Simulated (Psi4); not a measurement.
C2H5O2, charge +2, quartet, geometry from GFN2-xTB of the parent state (a state made from the parent by changing its charge; the spin is typed, not shown lowest); Psi4 with HF/def2-SVP.

Psi4 was given this input:
```
memory 2 GB

molecule mol {
2 4
  C    -0.050757    0.033126   -0.001070
  O     0.113774    1.304783   -0.057778
  O    -1.238776   -0.410557    0.027083
  H    -1.956955    0.256372    0.003296
  C     1.049036   -0.933844    0.032986
  H     2.030834   -0.468211    0.005402
  H     0.962746   -1.558152    0.926820
  H     0.949954   -1.633579   -0.801699
  H     1.023760    1.654069   -0.079754
}

set basis def2-svp
set reference uhf

energy('scf')
print_variables()
```

What the program printed (banner, timings and long lists left out):

```
   => Loading Basis Set <=

    Name: DEF2-SVP
    Role: ORBITAL
    Keyword: BASIS

         ---------------------------------------------------------
                                   SCF
               by Justin Turney, Rob Parrish, Andy Simmonett
                          and Daniel G. A. Smith
                              UHF Reference
         ---------------------------------------------------------

  ==> Geometry <==

    Molecular point group: c1
    Full point group: C1

    Geometry (in Angstrom), charge = 2, multiplicity = 4:

       Center              X                  Y                   Z               Mass
    ------------   -----------------  -----------------  -----------------  -----------------
         C           -0.001910219542     0.004758127145    -0.000193631653    12.000000000000
         O            0.162620780458     1.276415127145    -0.056901631653    15.994914619570
         O           -1.189929219542    -0.438924872855     0.027959368347    15.994914619570
         H           -1.908108219542     0.228004127145     0.004172368347     1.007825032230
         C            1.097882780458    -0.962211872855     0.033862368347    12.000000000000
         H            2.079680780458    -0.496578872855     0.006278368347     1.007825032230
         H            1.011592780458    -1.586519872855     0.927696368347     1.007825032230
         H            0.998800780458    -1.661946872855    -0.800822631653     1.007825032230
         H            1.072606780458     1.625701127145    -0.078877631653     1.007825032230

  Running in c1 symmetry.

  Rotational constants: A =      0.36491  B =      0.31099  C =      0.17310 [cm^-1]
  Rotational constants: A =  10939.69131  B =   9323.37646  C =   5189.47689 [MHz]
  Nuclear repulsion =  131.027425719721919

  Charge       = 2
  Multiplicity = 4
  Electrons    = 31
  Nalpha       = 17
  Nbeta        = 14

  ==> Algorithm <==

  SCF Algorithm Type is DF.
  DIIS enabled.
  MOM disabled.
  Fractional occupation disabled.
  Guess Type is SAD.
  Energy threshold   = 1.00e-06
  Density threshold  = 1.00e-06
  Integral threshold = 1.00e-12

  ==> Primary Basis <==

  Basis Set: DEF2-SVP
    Blend: DEF2-SVP
    Number of shells: 39
    Number of basis functions: 81
    Number of Cartesian functions: 85
    Spherical Harmonics?: true
    Max angular momentum: 2

   => Loading Basis Set <=

    Name: (DEF2-SVP AUX)
    Role: JKFIT
    Keyword: DF_BASIS_SCF

  ==> Integral Setup <==

  SCF_SUBTYPE=INCORE selected. In-core MEM_DF algorithm will be used.
  Using in-core AOs.

  ==> MemDFJK: Density-Fitted J/K Matrices <==

    J tasked:                   Yes
    K tasked:                   Yes
    wK tasked:                   No
    Algorithm:                 Core
    Schwarz Cutoff:           1E-12
    Mask sparsity (%):       0.1524
    Fitting Condition:        1E-10

   => Auxiliary Basis Set <=

  Basis Set: (DEF2-SVP AUX)
    Blend: DEF2-UNIVERSAL-JKFIT
    Number of shells: 130
    Number of basis functions: 394
    Number of Cartesian functions: 464
    Spherical Harmonics?: true
    Max angular momentum: 4

  Minimum eigenvalue in the overlap matrix is 2.7956425003E-03.
  Reciprocal condition number of the overlap matrix is 5.1017505827E-04.
    Using symmetric orthogonalization.

  ==> Pre-Iterations <==

  SCF Guess: Superposition of Atomic Densities via on-the-fly atomic UHF (no occupation information).

   -------------------------
    Irrep   Nso     Nmo
   -------------------------
     A         81      81
   -------------------------
    Total      81      81
   -------------------------

  ==> Iterations <==

                           Total Energy        Delta E     RMS |[F,P]|

   @DF-UHF iter SAD:  -227.74671312504518   -2.27747e+02   0.00000e+00
   @DF-UHF iter   1:  -226.82282831380198    9.23885e-01   6.29082e-03 DIIS/ADIIS
   @DF-UHF iter   2:  -226.95363212588734   -1.30804e-01   4.46403e-03 DIIS/ADIIS
[...]
   @DF-UHF iter  68:  -227.02276549982625    1.40440e-04   1.04936e-04 DIIS/ADIIS
   @DF-UHF iter  69:  -227.02311153591828   -3.46036e-04   5.26104e-05 DIIS
   @DF-UHF iter  70:  -227.02307587629849    3.56596e-05   5.87079e-05 DIIS
   @DF-UHF iter  71:  -227.02323064289897   -1.54767e-04   4.67381e-05 DIIS
   @DF-UHF iter  72:  -227.02310953308847    1.21110e-04   5.88864e-05 DIIS
   @DF-UHF iter  73:  -227.02309593314300    1.35999e-05   6.16360e-05 DIIS
   @DF-UHF iter  74:  -227.02333111088757   -2.35178e-04   4.54644e-05 DIIS
   @DF-UHF iter  75:  -227.02313170480983    1.99406e-04   4.31273e-05 DIIS
   @DF-UHF iter  76:  -227.02300839217540    1.23313e-04   4.53534e-05 DIIS
   @DF-UHF iter  77:  -227.02313986966300   -1.31477e-04   4.73028e-05 DIIS
   @DF-UHF iter  78:  -227.02303559200624    1.04278e-04   3.59572e-05 DIIS
   @DF-UHF iter  79:  -227.02286116482406    1.74427e-04   3.04913e-05 DIIS
   @DF-UHF iter  80:  -227.02277341951589    8.77453e-05   2.50074e-05 DIIS
   @DF-UHF iter  81:  -227.02243409813434    3.39321e-04   6.70236e-05 DIIS
   @DF-UHF iter  82:  -227.02250942962209   -7.53315e-05   8.47374e-05 DIIS
   @DF-UHF iter  83:  -227.02253376651990   -2.43369e-05   8.28502e-05 DIIS
   @DF-UHF iter  84:  -227.02260501798725   -7.12515e-05   7.30060e-05 DIIS
   @DF-UHF iter  85:  -227.02257242603505    3.25920e-05   8.41152e-05 DIIS
   @DF-UHF iter  86:  -227.02252754093985    4.48851e-05   8.64430e-05 DIIS
   @DF-UHF iter  87:  -227.02267240080238   -1.44860e-04   5.92789e-05 DIIS
   @DF-UHF iter  88:  -227.02267032059217    2.08021e-06   5.51405e-05 DIIS
   @DF-UHF iter  89:  -227.02280782585575   -1.37505e-04   2.40065e-05 DIIS
   @DF-UHF iter  90:  -227.02282906539989   -2.12395e-05   2.33773e-05 DIIS
   @DF-UHF iter  91:  -227.02282127245428    7.79295e-06   2.35731e-05 DIIS
   @DF-UHF iter  92:  -227.02279345087379    2.78216e-05   2.23259e-05 DIIS
   @DF-UHF iter  93:  -227.02249910498756    2.94346e-04   5.18293e-05 DIIS
   @DF-UHF iter  94:  -227.02262327455628   -1.24170e-04   4.48860e-05 DIIS
   @DF-UHF iter  95:  -227.02289571614838   -2.72442e-04   6.37890e-05 DIIS
   @DF-UHF iter  96:  -227.02285392593149    4.17902e-05   7.27512e-05 DIIS
   @DF-UHF iter  97:  -227.02282035192613    3.35740e-05   6.48613e-05 DIIS
   @DF-UHF iter  98:  -227.02279332463877    2.70273e-05   6.65350e-05 DIIS
   @DF-UHF iter  99:  -227.02279551125304   -2.18661e-06   6.30668e-05 DIIS
   @DF-UHF iter 100:  -227.02278085123206    1.46600e-05   7.58486e-05 DIIS

PsiException: Could not converge SCF iterations in 100 iterations.

  Failed to converge.

Traceback (most recent call last):
  File "psi4", line 375, in <module>
  File "<string>", line 30, in <module>
  File "site-packages/psi4/driver/driver.py", line 533, in energy
  File "site-packages/psi4/driver/procrouting/proc.py", line 2760, in run_scf
  File "site-packages/psi4/driver/procrouting/proc.py", line 2047, in scf_helper
  File "site-packages/psi4/driver/procrouting/scf_proc/scf_iterator.py", line 93, in scf_compute_energy
  File "site-packages/psi4/driver/procrouting/scf_proc/scf_iterator.py", line 86, in scf_compute_energy
  File "site-packages/psi4/driver/procrouting/scf_proc/scf_iterator.py", line 609, in scf_iterate

psi4.driver.p4util.exceptions.SCFConvergenceError: Could not converge SCF iterations in 100 iterations.

Printing out the relevant lines from the Psithon --> Python processed input file:
      H     1.023760    1.654069   -0.079754
    ""","mol")
    core.IO.set_default_namespace("mol")
    core.set_global_option("BASIS", "def2-svp")
    core.set_global_option("REFERENCE", "uhf")
--> energy('scf')
    print_variables()

!-------------------------------------------------------!
!                                                       !
!  Could not converge SCF iterations in 100 iterations. !
!                                                       !
!-------------------------------------------------------!
```

Convergence was not reached.
